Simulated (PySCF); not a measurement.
The first ionisation energy along group 15

All values are computed (PySCF 2.14, energy differences of UHF-based or UKS calculations, no spin-orbit coupling). Values in eV. The last column holds reference values (NIST; (s) semi-empirical, (t) theoretical, else measured). Unmarked ones compare directly (S terms, centres of terms, or small fine structure); those marked * lie between the lowest fine-structure levels and include a spin-orbit shift.

| element | configurations | LDA | PBE0 | r2SCAN | MP2 (valence) | CCSD (valence) | CCSD(T) (valence) | reference |
| --- | --- | --- | --- | --- | --- | --- | --- | --- |
| N (aug-cc-pVTZ-DK, spin-free X2C) | [He] 2s2 2p3 → [He] 2s2 2p2 | 15.003 | 14.699 | 14.805 | 14.584 | 14.443 | 14.468 | 14.545 |
| P (aug-cc-pVTZ-DK, spin-free X2C) | [Ne] 3s2 3p3 → [Ne] 3s2 3p2 | 10.574 | 10.524 | 10.633 | 10.485 | 10.420 | 10.465 | 10.526 |
| As (aug-cc-pVTZ-DK, spin-free X2C) | [Ar] 3d10 4s2 4p3 → [Ar] 3d10 4s2 4p2 | 10.025 | 9.940 | 10.083 | 9.900 | 9.866 | 9.901 | 10.008 |
| Sb (aug-cc-pVTZ-DK3, spin-free X2C) | [Kr] 4d10 5s2 5p3 → [Kr] 4d10 5s2 5p2 | 9.132 | 9.044 | 9.163 | 8.995 | 8.978 | 9.009 | 9.124 |
| Bi (aug-cc-pVTZ-DK3, spin-free X2C) | [Xe] 4f14 5d10 6s2 6p3 → [Xe] 4f14 5d10 6s2 6p2 | 8.773 | 8.654 | 8.770 | 8.578 | 8.586 | 8.610 | 7.286 * |

**Question.** Which of these methods has the smallest mean absolute error against the measured values here?

**Answer.** PBE0, with 0.076 eV.

```csv
method,elements,mean error (eV),mean absolute error (eV),largest error (eV)
LDA,4,0.133,0.133,0.458
PBE0,4,0.001,0.076,0.154
r2SCAN,4,0.120,0.120,0.259
MP2 (valence),4,-0.060,0.079,-0.129
CCSD (valence),4,-0.124,0.124,-0.147
CCSD(T) (valence),4,-0.090,0.090,-0.115
```

For Bi a determinant mixes LS terms or the coupling is close to jj, so these rows are model values.

Errors include the incompleteness of the basis and the frozen core.

"Valence" correlates the outer s and p shells and, in groups 3 to 12 and the f block, the outer d or f shell, open or full, or the next shell where the ion has no valence electron left; the wider scheme adds the next inner shell.
